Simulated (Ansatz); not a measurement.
# CH5 (doublet): the correlation ladder at distance C1–H5 along a hydrogen transfer = 1.209 Å, 6-31G

One table from this session's results is given with a row withheld; the runs are named, their logs left out.

Method: 6-31G, core rule «outside noble gas», up to 1 orbitals frozen; program: Ansatz 0.2.0, Gaussian basis.

The runs, in order: UHF; CCSD(T) on ROHF; CCSD(T) on UHF; BCCD(T) on ROHF; CISD; CCSDT(Q) on ROHF; CCSDT(Q) on UHF; CASSCF and NEVPT2, 9 electrons in 9 orbitals.

10 further runs of the same task are left out: 10 set aside as unsound or not needed.

**The system**

The geometry derives from fragments relaxed apart (PBE0/def2-TZVP) and kept rigid, so it is no stationary point. A hydrogen atom is moved between rigid fragments.

6 atoms, charge 0, spin multiplicity 2.

Atoms are counted from 1 here; the program's logs count them from 0.

Bond lengths: C1–H2 1.090 Å, C1–H3 1.090 Å, C1–H4 1.090 Å, C1–H5 1.209 Å. Angles: H2–C1–H3 109.5°, H2–C1–H4 109.5°, H2–C1–H5 109.5°, H3–C1–H4 109.5°, H3–C1–H5 109.5°, H4–C1–H5 109.5°.

The first run:

in.yaml reads:

```yaml
crystal:
  periodic: [false, false, false]
  atoms:
    - {symbol: C, position_ang: [-0.132027, 0.000000, 0.000000]}
    - {symbol: H, position_ang: [-0.495233, 1.027301, 0.000000]}
    - {symbol: H, position_ang: [-0.495233, -0.513650, 0.889668]}
    - {symbol: H, position_ang: [-0.495233, -0.513650, -0.889669]}
    - {symbol: H, position_ang: [1.076973, 0.000000, 0.000000]}
    - {symbol: H, position_ang: [1.981973, 0.000000, 0.000000]}
basis:
  gaussian: {orbitals: 6-31G}
magnetization: {spin_polarized: true, initial_magnetization: 1}
hamiltonian: {xc: hf}
output: {orbitals: {seedname: orbitals}}
```

Started as:

```sh
$ ansatz run in.yaml --threads 1 --pin off --events-out ev --progress --plain --max-ram 2393MiB
```

Steps of the session up to this table: UHF; CCSD(T) on ROHF; CCSD(T) on UHF; BCCD(T) on ROHF; CISD; CCSDT(Q) on ROHF; CCSDT(Q) on UHF; CASSCF and NEVPT2, 9 electrons in 9 orbitals.

One table of the session follows, with a row left open; its other results are not shown here.

| method | from UCCSDT(Q) (kJ/mol) |
| --- | --- |
| ROHF | +353.7 |
| UHF | +333.2 |
| RMP2 | +62.9 |
| UMP2 | +64.8 |
| CISD | +21.8 |
| RCCSD | +6.2 |
| UCCSD | ? |
| RCCSD(T) | +1.0 |
| UCCSD(T) | +1.1 |
| BCCD(T) | +1.0 |
| RCCSDT | +0.3 |
| UCCSDT | +0.3 |
| RCCSDT(Q) | 0.0 |
| UCCSDT(Q) | 0 |
| CASSCF valence | +113.7 |
| NEVPT2 valence | +26.0 |

**Question.** Estimate the row for UCCSD.

**Answer.** from UCCSDT(Q) (kJ/mol): +5.9. In the column «from UCCSDT(Q) (kJ/mol)» it lies between UCCSD(T) (+1.1) and RCCSD (+6.2).

To keep in mind: Restricted and unrestricted rows rest on different reference determinants; where their highest levels disagree by more than a few hundredths of an eV, they describe different states and don't form one ladder.
